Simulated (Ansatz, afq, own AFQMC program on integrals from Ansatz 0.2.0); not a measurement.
CHSi, doublet: AFQMC among the cluster methods

```yaml
atoms:
  - { symbol: Si, position_ang: [0.0000, 0.0000, 0.1365] }
  - { symbol: C, position_ang: [0.0000, 0.0000, -1.7725] }
  - { symbol: H, position_ang: [0.0000, 0.0000, 1.6360] }
```

Connectivity, by distances: SiH–C.

Basis 6-31G. Only valence electrons are correlated. Integrals, coupled cluster, full CI and functionals: Ansatz 0.2.0; the random walks run on the same integrals in our own AFQMC program. ph-AFQMC/CISD is guided by a CISD state made of CCSD amplitudes; releasing the constraint for a short imaginary time cuts its bias at the price of noise, slowly where states lie close. ± is one standard error of the sampling.

Determinant: UHF, the one that the program's search chose, which needn't be the lowest solution. The geometry is a point of a scan.

Full CI on the same integrals is exact in this basis and with this determinant's frozen core.

Cautions: an unrestricted solution with more broken spin lies lower (161 meV, ⟨S²⟩ 2.42); strong correlation (T1 0.129, weight of the determinant 0.60, largest double 0.26); unrestricted determinant spin contaminated (⟨S²⟩ 1.61 against 0.75); the released energy hasn't reached full CI (29 meV above it at 2.40 1/Eh), so no released level is given (meV from the phaseless value at times in 1/Eh: -17 ± 4 at 0.24, -30 ± 4 at 0.51, -48 ± 3 at 0.99, -65 ± 6 at 1.62, -51 ± 7 at 2.40).

- T1 diagnostic: 0.1292
- weight of the determinant in the CISD state: 0.596
- ⟨S²⟩ of the determinant: 1.613
- size of the correlated space: 9 electrons in 18 orbitals

Reference: full CI, correlation energy -4.319 eV. The cautions show a poor starting determinant, so the rows tell how each method copes with it here, and full CI is the sure value.

```csv
level,E − E(reference) (meV),share of correlation (%)
HF,4318.7,0.00
MP2,1906.6,55.85
CCSD,352.0,91.85
CCSD(T),143.7,96.67
CCSDT,73.1,98.31
CCSDT(Q),18.9,99.56
CCSDTQ,11.8,99.73
ph-AFQMC/CISD,80.4 ± 4.7,98.14
```

CCSDT and higher add their correlation energy to the determinant of the CCSD(T) run, since their own runs factorise the integrals more tightly (a shift of under 2 meV). A walk keeps the symmetry of its determinant, which the program's search chose and which needn't be the lowest solution, so a lower state of the same spin and another symmetry isn't excluded.
